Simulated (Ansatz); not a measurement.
Molecule: C$_{2}$Cl$_{3}$ (charge 0, doublet). It need not be the lowest isomer of its formula. 
Geometry from a B3LYP-D3(BJ)/def2-TZVP (Ansatz, a program for electronic structure) optimisation:
```
C
C 1 1.3083
Cl 2 1.6518 1 137.45
Cl 1 1.7281 2 121.28 3 -180.00
Cl 1 1.7398 2 123.03 3 0.00
```
Charge 0, spin multiplicity 2.

Dipole moments at this geometry, in debye (magnitudes).

```json
[
 {"level": "SVWN5/def2-TZVPD", "program": "Ansatz", "dipole (D)": "0.94"},
 {"level": "PBE/def2-TZVPD", "program": "Ansatz", "dipole (D)": "0.89"},
 {"level": "revPBE/def2-TZVPD", "program": "Ansatz", "dipole (D)": "0.87"},
 {"level": "r2SCAN/def2-TZVPD", "program": "Ansatz", "dipole (D)": "0.83"},
 {"level": "B97M-V/def2-TZVPD", "program": "Ansatz", "dipole (D)": "0.85"},
 {"level": "B3LYP/def2-TZVPD", "program": "Ansatz", "dipole (D)": "0.88"},
 {"level": "r2SCANh/def2-TZVPD", "program": "Ansatz", "dipole (D)": "0.83"},
 {"level": "r2SCAN0/def2-TZVPD", "program": "Ansatz", "dipole (D)": "0.82"},
 {"level": "HSE06/def2-TZVPD", "program": "Ansatz", "dipole (D)": "0.86"},
 {"level": "CAM-B3LYP/def2-TZVPD", "program": "Ansatz", "dipole (D)": "0.90"},
 {"level": "LC-wPBE/def2-TZVPD", "program": "Ansatz", "dipole (D)": "0.88"},
 {"level": "wB97M-V/def2-TZVPD", "program": "Ansatz", "dipole (D)": "0.92"},
 {"level": "wB97X-V/def2-TZVPD", "program": "Ansatz", "dipole (D)": "0.91"}
]
```
